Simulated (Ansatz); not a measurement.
in.yaml

```yaml
crystal:
  periodic: [false, false, false]
  atoms:
    - {symbol: Al, position_ang: [0.000000, 0.000000, 0.259056]}
    - {symbol: Al, position_ang: [0.000000, 0.000000, -2.101360]}
    - {symbol: H, position_ang: [0.000000, 0.000000, 1.842303]}
basis:
  gaussian: {orbitals: 6-31G}
magnetization: {spin_polarized: false, initial_magnetization: 3}
correlation: {method: ccsdt_q, electrons: outside_noble_gas}
```

```sh
$ ansatz run in.yaml --threads 1 --pin off --events-out ev --progress --plain --max-ram 2393MiB
```

Log:

```
538 factors; integrals over basis functions are off by at most 1.0e-7 eV
mean field evaluation 1: about -13177.1537 eV, gradient 5.6e0 eV
mean field evaluation 2: about -13177.1652 eV, gradient 5.7e0 eV
mean field evaluation 4: about -13177.9803 eV, gradient 1.3e0 eV
mean field evaluation 8: about -13178.0958 eV, gradient 2.8e-1 eV
mean field evaluation 16: about -13177.7850 eV, gradient 2.4e0 eV
mean field evaluation 32: about -13176.1337 eV, gradient 1.1e0 eV
mean field evaluation 64: about -13173.0528 eV, gradient 1.5e-1 eV
mean field evaluation 96: about -13176.1418 eV, gradient 4.1e-4 eV
mean field evaluation 128: about -13175.1961 eV, gradient 1.1e0 eV
mean field -13178.09924060 eV, -484.2862146557 hartree, gradient 3.2e-6 eV, S^2 3.750000; 5 other end points of the search recorded, 0 dependent functions left out
mean field evaluation 160: about -13178.0071 eV, gradient 9.3e-1 eV
determinant -13178.09924060 eV, -484.2862146557 hartree, with singles and doubles -13179.99541791 eV, -484.3558978863 hartree
determinant -13176.14177516 eV, -484.2142791274 hartree, with singles and doubles -13177.64539039 eV, -484.2695359681 hartree
determinant -13175.19730427 eV, -484.1795704625 hartree, with singles and doubles -13177.41825615 eV, -484.2611889385 hartree
determinant -13174.62903407 eV, -484.1586869176 hartree, with singles and doubles -13176.51694013 eV, -484.2280661859 hartree
10 core orbitals not correlated: weight in the atoms' cores, before any rotation towards them, 1.000 or more for the frozen orbitals, at most 0.000 for the correlated occupied ones
reference -13178.09924060 eV, -484.2862146557 hartree; 5, 2 occupied and 13, 16 virtual orbitals, 538 factors
second order -1.29424812 eV of doubles, -0.02384638 eV of singles
cycle   1  -1.65965958 eV  change   -3.4e-1 eV  update   7.4e-2
cycle   2  -1.90957386 eV  change   -2.5e-1 eV  update   4.2e-2
cycle   3  -1.95227080 eV  change   -4.3e-2 eV  update   1.9e-2
cycle   4  -1.96839709 eV  change   -1.6e-2 eV  update   9.7e-3
cycle   5  -1.96797997 eV  change    4.2e-4 eV  update   4.0e-3
cycle   6  -1.96715439 eV  change    8.3e-4 eV  update   1.5e-3
cycle   7  -1.96767821 eV  change   -5.2e-4 eV  update   6.6e-4
cycle   8  -1.96795092 eV  change   -2.7e-4 eV  update   3.0e-4
cycle   9  -1.96792287 eV  change    2.8e-5 eV  update   1.7e-4
cycle  10  -1.96787869 eV  change    4.4e-5 eV  update   7.7e-5
cycle  11  -1.96791179 eV  change   -3.3e-5 eV  update   3.1e-5
cycle  12  -1.96791979 eV  change   -8.0e-6 eV  update   1.1e-5
cycle  13  -1.96792578 eV  change   -6.0e-6 eV  update   4.7e-6
cycle  14  -1.96792289 eV  change    2.9e-6 eV  update   2.2e-6
cycle  15  -1.96792162 eV  change    1.3e-6 eV  update   8.6e-7
cycle  16  -1.96792156 eV  change    5.7e-8 eV  update   3.6e-7
perturbative correction -0.00538333 eV, -0.0001978338 hartree
Total energy: -13180.07254550 eV, -484.3587322730 hartree
```

For the same geometry and basis full CI lies 2.7 meV lower.

Ran on 1 thread of Arm Neoverse V1, shared host: 2.4 s wall, 0.09 GiB peak host memory.
